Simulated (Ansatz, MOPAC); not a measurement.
## How well does each level of theory give the elastic constant C12 of diamond?

Reference value: 125 GPa (measured, low temperature, zero-point motion not removed; as tabulated in Tanner et al. (2021), arXiv:2110.11888).

Question: Put these levels in order of the elastic constant C12 that they give for diamond, smallest first: PBE-D3(BJ) (Ansatz, an electronic-structure program), PBE0 (Ansatz), PM7 semi-empirical Hartree-Fock (MOPAC), r²SCAN+rVV10 (Ansatz).

Answer: r²SCAN+rVV10 (124 GPa), PBE-D3(BJ) (129 GPa), PBE0 (137 GPa), PM7 semi-empirical Hartree-Fock (MOPAC) (467 GPa)

Unless a cell is named, each level is at its own relaxed cell (PM7 semi-empirical Hartree-Fock (MOPAC) 5.70, PBE-D3(BJ) 5.63, r²SCAN+rVV10 5.63, PBE0 5.57 Å³/atom).

Differences against the reference: PM7 semi-empirical Hartree-Fock (MOPAC) +274 %, PBE-D3(BJ) +3.2 %, r²SCAN+rVV10 -0.8 %, PBE0 +9.6 %.

The reference isn't brought to a static lattice, while the calculations are for one, so the differences are not the levels' errors alone.  PBE-D3(BJ): the dispersion coefficients are held fixed in the derivatives. PM7 semi-empirical Hartree-Fock (MOPAC): the method was fitted mainly to molecules. PM7 semi-empirical Hartree-Fock (MOPAC): the run uses a supercell at the zone centre in place of a k mesh. Each level is taken at its own relaxed cell. Cutoffs and k meshes differ between the levels. Ansatz's density-functional and Hartree–Fock values are scalar-relativistic unless marked +SOC, with PAW data made under PBE.

Differences are worked out from the printed values.
